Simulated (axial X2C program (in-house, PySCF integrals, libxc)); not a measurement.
**A two-component session on SiH⁺: properties at the nuclei**

Aim: properties at the nuclei of SiH⁺, with spin–orbit coupling in the Hamiltonian from the start.

Method: two-component X2C with atomic mean-field terms, Si dyall-v3z, H dyall-v3z; program: an in-house X2C program for linear molecules on PySCF integrals.

All values are calculated.

## 1. Input

Input file task.json:

```json
{
 "zs": [
  14,
  1
 ],
 "q": 1,
 "bas": [
  "dyall-v3z",
  "dyall-v3z"
 ],
 "r0": 1.48,
 "levels": [
  "PBE0",
  "HF",
  "LDA",
  "B3LYP",
  "BP86"
 ],
 "nst": 3
}
```

Keys: zs atomic numbers; q charge; bas basis sets; r0 starting distance in Å; levels methods (HF also brings MP2); nst determinants followed.

On the command line:

```bash
$ python soeom.py task.json out
```

Further steps of the session: Expectation values, lowest determinant; Expectation values, a higher determinant.

**Question.** What will these runs give? Wanted: lowest determinant; qzz Si; qzz H; higher determinant; Eeff magnitude; Ws magnitude Si; A∥/gI Si (for each run or level that gives them).

**Answer**, as computed:

| quantity | value |
| --- | --- |
| lowest determinant | Ω = 0 (closed shell) |
| qzz Si (a.u.), PBE0 | -3.07 |
| qzz H (a.u.), PBE0 | 0.11 |
| higher determinant | Ω = 2 (excess of +ω over −ω: ω = 1/2, ω = 3/2) |
| Eeff magnitude (GV/cm), PBE0, higher determinant | 0.283 |
| Ws magnitude Si (kHz), PBE0, higher determinant | 0.0549 |
| A∥/gI Si (MHz), PBE0, higher determinant | 393 |
| qzz Si (a.u.), PBE0, higher determinant | -0.39 |

What this shows: The expectation values come from single determinants, which for open shells can mix terms of unlike spin or miss the lowest Ω, so a determinant need not be a state. Eeff is the effective electric field on the electron dipole moment in this Ω state and Ws the scalar–pseudoscalar constant (defined with the proton number Z and per Ω); A∥ is the parallel hyperfine constant, which follows by multiplying with the nuclear g factor gI = μI/(I μN); qzz is the electric field gradient, eQq0 = 234.96 MHz × Q/barn × qzz. The operators were transformed with the bare-nucleus X2C matrices.
